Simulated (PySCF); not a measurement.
# C4H10S2 (diethyl disulfide): levels of theory compared

Aim: a comparison of 6 runs (B3LYP/6-31G*, BHLYP/6-31G*, CAM-B3LYP/6-31G*, M06-L/6-31G*, PBE0/6-31G*, SCS-MP2/6-31G*) of C4H10S2 (diethyl disulfide). 

Program for the calculation: PySCF 2.14.0.

2 further runs of the same task are left out: 2 set aside as unsound or not needed.

**1. The system as given**

C4H10S2: 16 atoms, total charge 0, spin state singlet. As SMILES, `CCSSCC`. The S4–H8 distance was set to 2.783 Å, away from the relaxed value. At this shape a bond of the SMILES string is far longer than usual.

Bond lengths: C1–C2 1.513 Å, C2–S3 1.837 Å, S3–S4 2.025 Å, S4–C5 1.837 Å, C5–C6 1.513 Å, C1–H7 1.088 Å, C1–H9 1.087 Å, C2–H10 1.090 Å, C2–H11 1.089 Å, C5–H12 1.090 Å, C5–H13 1.088 Å, C6–H14 1.087 Å, C6–H15 1.088 Å, C6–H16 1.088 Å. Some angles: C1–C2–S3 111.8°, C2–S3–S4 102.5°, S3–S4–C5 102.5°, S4–C5–C6 111.8°, C1–C2–H10 111.7°, C1–C2–H11 111.8°, S3–C2–H10 107.7°, S3–C2–H11 104.2°, C2–C1–H7 110.1°, C2–C1–H9 110.3°.

**2. The energy at B3LYP/6-31G(d) (spherical functions) (run 1)**

File start.xyz:

```xyz
16
C4H10S2
C     -2.340215     2.195900    -1.339471
C     -2.771535     0.826610    -0.861541
S     -1.751775    -0.507850    -1.605071
S      0.072445    -0.169800    -0.792581
C      0.032115    -1.208120     0.721769
C     -0.002445    -2.684360     0.390629
H     -2.966825     2.963640    -0.889951
H     -0.062370     2.609150    -0.729650
H     -2.425355     2.262370    -2.421511
H     -2.697825     0.735480     0.222009
H     -3.787815     0.590510    -1.172721
H     -0.836505    -0.905640     1.306779
H      0.939085    -0.933960     1.257449
H      0.872135    -2.962730    -0.192461
H     -0.017015    -3.272780     1.306039
H     -0.893085    -2.919590    -0.189181
```

File run.py:

```python
from pyscf import gto, dft

molecule = gto.Mole()
molecule.atom = 'start.xyz'
molecule.verbose = 4
molecule.max_memory = 1860
molecule.basis = '6-31g*'
molecule.charge = 0
molecule.build()

myscf = dft.RKS(molecule)
myscf.xc = 'b3lyp'
myscf.conv_tol = 1e-10
myscf.grids.level = 5
myscf.kernel()
if not myscf.converged:
    myscf = myscf.newton().run(myscf.mo_coeff, myscf.mo_occ)

etot = myscf.e_tot
print('Final energy', etot)
```

Started as:

```
OMP_NUM_THREADS=1 python run.py
```

What it wrote:

```text
PySCF version 2.14.0

[... 88 lines left out ...]
converged SCF energy = -954.648864653309
Final energy -954.648864653309
```

It took 60 s on 1 thread of Intel Xeon Platinum 8175M at 2.50GHz (Skylake/Cascade Lake), shared host; peak memory 0.62 GiB.

**3. The energy at BHLYP/6-31G(d) (spherical functions) (run 2)**

File job.py:

```python
from pyscf import gto, dft

mol = gto.Mole()
mol.atom = '''
C     -4.422365     4.149650    -2.531233
C     -5.237442     1.562067    -1.628077
S     -3.310375    -0.959697    -3.033145
S      0.136901    -0.320875    -1.497761
C      0.060689    -2.283016     1.363946
C     -0.004620    -5.072705     0.738182
H     -5.606487     5.600468    -1.681764
H     -0.117862     4.930579    -1.378839
H     -4.583257     4.275260    -4.575993
H     -5.098150     1.389856     0.419536
H     -7.157933     1.115902    -2.216122
H     -1.580765    -1.711412     2.469454
H      1.774613    -1.764929     2.376234
H      1.648096    -5.598748    -0.363699
H     -0.032154    -6.184658     2.468056
H     -1.687686    -5.517225    -0.357500
'''
mol.verbose = 3
mol.spin = 0
mol.max_memory = 1860
mol.unit = 'bohr'
mol.charge = 0
mol.basis = '6-31g*'
mol.build()

mf = dft.RKS(mol)
mf.xc = 'bhandhlyp'
mf.conv_tol = 1e-10
mf.grids.level = 5
mf.kernel()
if not mf.converged:
    mf = mf.newton().run(mf.mo_coeff, mf.mo_occ)

e_final = mf.e_tot
print('E = %.10f Eh' % e_final)
```

Started as:

```
OMP_NUM_THREADS=1 python job.py
```

What it wrote:

```text
converged SCF energy = -954.482813951507
E = -954.4828139515 Eh
```

Wall time 60 s (1 thread of Intel Xeon Platinum 8175M at 2.50GHz (Skylake/Cascade Lake), shared host); peak memory 0.62 GiB.

**4. A single-point energy at CAM-B3LYP/6-31G(d) (spherical functions) (run 3)**

File run.py:

```python
from pyscf import gto, dft

system = gto.M(
    atom='''
C     -2.340215     2.195900    -1.339471
C     -2.771535     0.826610    -0.861541
S     -1.751775    -0.507850    -1.605071
S      0.072445    -0.169800    -0.792581
C      0.032115    -1.208120     0.721769
C     -0.002445    -2.684360     0.390629
H     -2.966825     2.963640    -0.889951
H     -0.062370     2.609150    -0.729650
H     -2.425355     2.262370    -2.421511
H     -2.697825     0.735480     0.222009
H     -3.787815     0.590510    -1.172721
H     -0.836505    -0.905640     1.306779
H      0.939085    -0.933960     1.257449
H      0.872135    -2.962730    -0.192461
H     -0.017015    -3.272780     1.306039
H     -0.893085    -2.919590    -0.189181
''',
    basis='6-31g*',
    spin=0,
    charge=0,
    max_memory=1860,
    verbose=3,
)

mf = dft.RKS(system)
mf.xc = 'cam-b3lyp'
mf.grids.level = 5
mf.conv_tol = 1e-10
mf.kernel()
if not mf.converged:
    mf = mf.newton().run(mf.mo_coeff, mf.mo_occ)

e_final = mf.e_tot
print(f'total energy: {e_final:.8f} hartree')
```

Started as:

```
OMP_NUM_THREADS=1 python run.py
```

What it wrote:

```text
converged SCF energy = -954.515885965873
total energy: -954.51588597 hartree
```

Run time: 1.9 min. Hardware: 1 thread of Intel Xeon Platinum 8175M at 2.50GHz (Skylake/Cascade Lake), shared host; peak memory 0.63 GiB.

Runs 4 to 5 aren't shown in full; the table further down has their settings and results.

**5. A single-point energy at SCS-MP2/6-31G(d) (spherical functions) (run 6)**

File run.py:

```python
from pyscf import gto, mp

mol = gto.M(
    atom='''
C   -2.340215   2.195900  -1.339471
C   -2.771535   0.826610  -0.861541
S   -1.751775  -0.507850  -1.605071
S    0.072445  -0.169800  -0.792581
C    0.032115  -1.208120   0.721769
C   -0.002445  -2.684360   0.390629
H   -2.966825   2.963640  -0.889951
H   -0.062370   2.609150  -0.729650
H   -2.425355   2.262370  -2.421511
H   -2.697825   0.735480   0.222009
H   -3.787815   0.590510  -1.172721
H   -0.836505  -0.905640   1.306779
H    0.939085  -0.933960   1.257449
H    0.872135  -2.962730  -0.192461
H   -0.017015  -3.272780   1.306039
H   -0.893085  -2.919590  -0.189181
''',
    basis='6-31g*',
    verbose=4,
    max_memory=1860,
)

hf = mol.RHF()
hf.conv_tol = 1e-10
hf.kernel()
if not hf.converged:
    hf = hf.newton().run(hf.mo_coeff, hf.mo_occ)

pt = mp.MP2(hf, frozen=14).run()
etot = hf.e_tot + 1.2 * pt.e_corr_os + pt.e_corr_ss / 3
print('E = %.10f Eh' % etot)
```

Started as:

```
OMP_NUM_THREADS=1 python run.py
```

What it wrote:

```text
PySCF version 2.14.0

[... 74 lines left out ...]
converged SCF energy = -952.096635872945
[... 1 line left out ...]
******** <class 'pyscf.mp.mp2.RMP2'> ********
nocc = 19, nmo = 98
frozen orbitals 14
E(RMP2) = -952.893734141874  E_corr = -0.797098268929392
E(SCS-RMP2) = -952.890959526362  E_corr = -0.7943236534168
E_corr(same-spin) = -0.187147233805928
E_corr(oppo-spin) = -0.609951035123464
E = -952.8909595264 Eh
```

Run time: 7.2 s. Hardware: 1 thread of Intel Xeon Platinum 8175M at 2.50GHz (Skylake/Cascade Lake), shared host; peak memory 0.36 GiB.

**6. Overview of the runs**

```
run                                   level  integration grid  frozen core orbitals  energy (Eh)  dipole moment (D) of the reference  HOMO energy (eV)  LUMO energy (eV)  wall time
  1      B3LYP/6-31G* (spherical functions)                 5                     –  -954.648865                                2.60             -6.04             -2.66       60 s
  2      BHLYP/6-31G* (spherical functions)                 5                     –  -954.482814                                2.67             -7.11             -1.56       60 s
  3  CAM-B3LYP/6-31G* (spherical functions)                 5                     –  -954.515886                                2.60             -7.44             -1.39    1.9 min
  4      M06-L/6-31G* (spherical functions)                 5                     –  -954.579760                                2.65             -5.51             -3.27      2 min
  5       PBE0/6-31G* (spherical functions)                 5                     –  -954.135416                                2.63             -6.27             -2.48       75 s
  6    SCS-MP2/6-31G* (spherical functions)                 –                    14  -952.890960                                2.95             -8.28              0.92      7.2 s
```

**7. Results**

| quantity | value |
| --- | --- |
| run 6: total energy | -952.89096 Eh |
| run 6: dipole moment (Hartree–Fock density) | 2.95 D |
| run 6: HOMO energy (Hartree–Fock orbitals) | -8.28 eV |
| run 6: LUMO energy (Hartree–Fock orbitals) | 0.92 eV |
| run 6: HOMO–LUMO gap (Hartree–Fock orbitals) | 9.20 eV |
| run 6: correlation energy (14 core orbitals frozen) | -794.3 mEh |

Over runs 1, 2, 3, 4, 5 the dipole moment (its size) runs from 2.60 D (B3LYP/6-31G*) to 2.67 D (BHLYP/6-31G*). Over runs 1, 2, 3, 4, 5 the HOMO–LUMO gap runs from 2.24 eV (M06-L/6-31G*) to 6.05 eV (CAM-B3LYP/6-31G*). Totals of different functionals can't be ranked against each other. In runs 1, 2, 3, 4, 5, 6 a closed-shell determinant meets a far-stretched bond, which it describes badly. All runs together took 7.3 min, the longest 2 min.
